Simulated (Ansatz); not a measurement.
**CHBS (triplet): wave-function methods side by side at a displaced geometry (v1), cc-pVDZ**

How much of the correlation energy of CHBS (triplet) does each wave-function method recover here?

Computed with Ansatz 0.2.0, Gaussian basis. Level: cc-pVDZ, core rule «outside noble gas», up to 7 orbitals frozen.

Plan: UHF; CCSD(T) on ROHF; CCSD(T) on UHF; BCCD(T) on ROHF; CISD as a restricted active space (open shells left free, so some higher excitations enter); CCSDT(Q) on ROHF; CCSDT(Q) on UHF.

26 further runs of the same task are left out: 11 that didn't finish, 15 set aside as unsound or not needed. Runs told in other sessions of the task aren't counted.

### Step 1. The geometry

The geometry is a PBE0/def2-TZVP stationary point (not a proven minimum) with its atoms shifted at random (size 0.040 Å).

4 atoms, charge 0, spin multiplicity 3.

Atoms are counted from 1 here; the program's logs count them from 0.

Bond lengths: B1–C2 1.397 Å, B1–S3 1.904 Å, C2–S3 1.798 Å, C2–H4 1.068 Å. Angles: C2–B1–S3 63.9°, B1–C2–S3 71.9°, B1–C2–H4 162.4°, S3–C2–H4 125.5°, B1–S3–C2 44.2°.

### Step 2. UHF

Contents of in.yaml:

```yaml
crystal:
  periodic: [false, false, false]
  atoms:
    - {symbol: B, position_ang: [-0.025855, -0.961739, 0.839238]}
    - {symbol: C, position_ang: [-0.026688, 0.419354, 1.049331]}
    - {symbol: S, position_ang: [0.021276, 0.123857, -0.723689]}
    - {symbol: H, position_ang: [-0.081501, 1.378222, 1.516833]}
basis:
  gaussian: {orbitals: cc-pVDZ}
magnetization: {spin_polarized: true, initial_magnetization: 2}
hamiltonian: {xc: hf}
output: {orbitals: {seedname: orbitals}}
```

On the command line:

```bash
ansatz run in.yaml --threads 1 --pin off --events-out ev --progress --plain --max-ram 2393MiB
```

The runs that follow: CCSD(T) on ROHF; CCSD(T) on UHF; BCCD(T) on ROHF; CISD as a restricted active space (open shells left free, so some higher excitations enter); CCSDT(Q) on ROHF; CCSDT(Q) on UHF.

Q: Predict the results of all the runs planned. Wanted: UCCSDT(Q) from the RHF energy; RMP2 from UCCSDT(Q); UMP2 from UCCSDT(Q); RCCSD from UCCSDT(Q); RCCSD(T) from UCCSDT(Q); UCCSD(T) from UCCSDT(Q); RCCSDT(Q) from UCCSDT(Q); T1 diagnostic.

The runs gave:

| quantity | value |
| --- | --- |
| UCCSDT(Q) from the ROHF energy | -9.7198 eV |
| RMP2 from UCCSDT(Q) | +25.14 kcal/mol |
| UMP2 from UCCSDT(Q) | +27.48 kcal/mol |
| RCCSD from UCCSDT(Q) | +11.33 kcal/mol |
| RCCSD(T) from UCCSDT(Q) | +1.46 kcal/mol |
| UCCSD(T) from UCCSDT(Q) | +1.51 kcal/mol |
| RCCSDT(Q) from UCCSDT(Q) | +0.07 kcal/mol |
| levels within 1 kcal/mol (43 meV) | RCCSDT, UCCSDT, RCCSDT(Q) |
| T1 diagnostic | 0.025 |

In words: RCCSD(T) lands +1.46 kcal/mol from the yardstick (0.7 % of the correlation energy). These misses are within one basis, not against nature; the frozen cores of restricted and unrestricted runs differ, which can shift their rows.

With open shells the CI space here admits some higher excitations, so it is larger than plain CISD.
